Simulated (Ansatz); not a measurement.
```yaml
crystal:
  periodic: [false, false, false]
  atoms:
    - {symbol: F, position_ang: [0.000000, 0.000000, -1.782788]}
    - {symbol: Al, position_ang: [0.000000, 0.000000, -0.138670]}
    - {symbol: S, position_ang: [0.000000, 0.000000, 1.921457]}
basis:
  gaussian: {orbitals: def2-TZVP}
hamiltonian: {xc: pbe0}
relax: {f_tol: 0.004, max_steps: 80}
```

```sh
$ ansatz run in.yaml --threads 1 --pin off --events-out ev --progress --plain --max-ram 2176MiB
```

Steps of the relaxation (energy above the last step; positions in Å, forces in eV/Å):

```
3
step 1, 50.8 meV
F     0.000    0.000   -1.783    0.000    0.000    0.429
Al    0.000    0.000   -0.139    0.000    0.000    0.997
S     0.000    0.000    1.921    0.000    0.000   -1.426
```

```
3
step 2, 2.7 meV
F     0.000    0.000   -1.754    0.000    0.000    0.231
Al    0.000    0.000   -0.115    0.000    0.000   -0.535
S     0.000    0.000    1.869    0.000    0.000    0.304
```

```
3
step 3, 0.3 meV
F     0.000    0.000   -1.756    0.000    0.000    0.136
Al    0.000    0.000   -0.120    0.000    0.000   -0.126
S     0.000    0.000    1.876    0.000    0.000   -0.010
```

```
3
step 4, 0.0 meV
F     0.000    0.000   -1.753    0.000    0.000    0.024
Al    0.000    0.000   -0.122    0.000    0.000   -0.018
S     0.000    0.000    1.875    0.000    0.000   -0.006
```

```
3
step 5, 0.0 meV
F     0.000    0.000   -1.753    0.000    0.000    0.000
Al    0.000    0.000   -0.122    0.000    0.000    0.000
S     0.000    0.000    1.874    0.000    0.000    0.000
```

Close pairs at the end: F1–Al2 1.631 Å, Al2–S3 1.996 Å.

A stationary point of restricted PBE0 after 5 steps (its stability towards spin polarisation wasn't tested); no frequencies were run, so it isn't proven a minimum. 13 s on 1 thread of Intel Xeon Platinum 8259CL, shared host.
